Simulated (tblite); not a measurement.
Input of a run (GFN2-xTB geometry optimisation, gas phase (tblite 0.8.0)), started from a force field or distance geometry:
```
{"job": {"kind": "relax", "xc": "GFN2-xTB", "basis": "xTB"}, "charge": 0, "multiplicity": 1}
N     -1.736500    -0.454300    -0.042500
C     -0.386000     0.068000    -0.012500
C      0.699800    -0.755700    -0.046600
C      1.923200    -0.198600    -0.018200
S      1.589400     1.605000     0.111800
C     -0.163100     1.404300     0.081100
H     -2.340300    -0.341900     0.824900
H     -2.108400    -0.903600    -0.897300
H      0.573900    -1.868000    -0.120300
H      2.863600    -0.733000    -0.034600
H     -0.910200     2.180400     0.128200
```

Output (eV, eV/Å):
```
step      E/eV     max force
  0    -468.38163    4.277
  1    -468.74207    1.348
  2    -468.84060    1.172
  3    -468.93976    0.827
  4    -468.98728    0.795
  5    -469.02969    0.450
  6    -469.04558    0.398
  7    -469.06355    0.329
  8    -469.07583    0.375
  9    -469.08691    0.365
 10    -469.09994    0.392
 11    -469.11712    0.480
 12    -469.14096    0.671
 13    -469.17157    0.823
 14    -469.21540    0.882
 15    -469.25512    1.262
 16    -469.25631    1.648
 17    -469.30278    0.434
 18    -469.31129    0.466
 19    -469.33351    0.596
 20    -469.34691    0.450
 21    -469.36258    0.338
 22    -469.37002    0.212
 23    -469.37536    0.294
 24    -469.38110    0.272
 25    -469.38785    0.203
 26    -469.39506    0.179
 27    -469.39922    0.221
 28    -469.40569    0.270
 29    -469.41096    0.202
 30    -469.41361    0.248
 31    -469.41613    0.222
 32    -469.41823    0.169
 33    -469.42380    0.128
 34    -469.42597    0.122
 35    -469.42842    0.133
 36    -469.42975    0.147
 37    -469.43127    0.097
 38    -469.43274    0.120
 39    -469.43405    0.090
 40    -469.43489    0.127
 41    -469.43542    0.071
 42    -469.43584    0.053
 43    -469.43614    0.033
 44    -469.43620    0.024
 45    -469.43627    0.023
 46    -469.43632    0.021
 47    -469.43637    0.016
 48    -469.43640    0.018
 49    -469.43642    0.017
 50    -469.43644    0.013
 51    -469.43646    0.012
 52    -469.43649    0.012
 53    -469.43650    0.013
 54    -469.43651    0.011
 55    -469.43653    0.012
 56    -469.43653    0.010
 57    -469.43654    0.007
```

Question: Summarise the run.

Answer: The energy falls by 1.055 eV over 57 L-BFGS steps, the largest force on an atom goes from 4.28 to 0.007 eV/Å, and the atoms move by 0.405 Å rms after alignment. The bond that changes most is C4–S5 (aromatic CH next to a ring sulfur to thiophene-type sulfur), which shortens by 0.121 Å. Bonds longer at the end by more than 0.005 Å: 3 of 11; shorter: 8. Among the angles that change most is S5–C4–H10, from 130.0° to 119.4°. Among the dihedrals that turn most is H7–N1–C2–C6, from -66° to 22°. The energy never rose by more than 1e-5 eV on the way. The first step brought 34 % of the lowering.

Question: What are the final bond lengths?

Answer: N1–C2 1.387 Å, C2–C3 1.424 Å, C3–C4 1.354 Å, C4–S5 1.718 Å, S5–C6 1.724 Å, C2–C6 1.364 Å, N1–H7 1.008 Å, N1–H8 1.009 Å, C3–H9 1.076 Å, C4–H10 1.072 Å, C6–H11 1.071 Å. Numbering counts from 1 in the input's order; the species is `Nc1ccsc1`.

Its GFN2-xTB frequencies are all real (lowest 248 cm⁻¹).

The numbers are calculated, not measured.
